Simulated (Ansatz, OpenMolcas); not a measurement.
**Heat of formation of SF (Monosulfur monofluoride) from total energies**

The species is SF (2 atoms), meant as a doublet with charge 0. As SMILES, `F[S]`. The coordinates come from a PBE0-D4/def2-TZVP relaxation.

```xyz
2

F     0.0000    0.0000    0.0161
S     0.0000    0.0000    1.6104
```

Total energies at U-r2SCAN/cc-pVTZ (OpenMolcas 26.06); the atoms run unrestricted:

| species | state | energy (Eh) |
| --- | --- | --- |
| SF | doublet | -497.945609 |
| F | doublet | -99.721026 |
| S | triplet | -398.089567 |

Harmonic wavenumbers at UPBE0-D4/def2-TZVP, in cm⁻¹: 864.

Measured heats of formation of the gaseous atoms at 298.15 K, in kJ/mol: F 79.4, S 277.0. Spin-orbit lowering of the atoms at 298 K (mean of the ground term's levels less their thermal mean, from spectra), in kJ/mol: F 1.29, S 1.88. Take 1 Eh = 2625.50 kJ/mol, 1 cm⁻¹ = 0.0119627 kJ/mol, RT = 2.479 kJ/mol.

**Question.** Work out the heat of formation of the gas at 298 K.

**Answer.** 
1. Electronic atomisation energy: (-99.721026) + (-398.089567) − (-497.945609) = 0.135016 Eh = 354.5 kJ/mol.
2. Zero-point energy: half the sum of the wavenumbers, 432 cm⁻¹ = 5.2 kJ/mol.
3. Thermal vibrational enthalpy, Σ hcν̃/(exp(hcν̃/kT) − 1): 0.2 kJ/mol. Translation, rotation and pV of a linear molecule: 3.5 RT = 8.7 kJ/mol.
4. The 2 free atoms carry 5/2 RT each: 12.4 kJ/mol.
5. Spin-orbit coupling lowers the free atoms by 1.29 + 1.88 = 3.2 kJ/mol.
6. Atomisation enthalpy at 298 K: 354.5 − 3.2 − 5.2 − 0.2 − 8.7 + 12.4 = 349.6 kJ/mol.
7. Sum of the atoms' heats of formation: 356.4 kJ/mol. Heat of formation: 356.4 − 349.6 = +6.8 kJ/mol.

No measured value is set beside it here. Anharmonicity and any spin-orbit splitting of the molecule are left out.
